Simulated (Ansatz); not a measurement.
Solid iodine was calculated with PBEsol (Ansatz, a quantum-chemistry and plane-wave program, plane waves, PAW).

Give the computed lattice energy and volume per molecule.


lattice energy: 61 kJ/mol
volume per molecule: 79.51 Å³

Note: the cell comes from a level without a dispersion term, which matters for the spacing of layers, chains or molecules.

Spin–orbit coupling is not included.

Static lattice: no zero-point or thermal effects.

Computing time: very roughly 26 core-seconds.
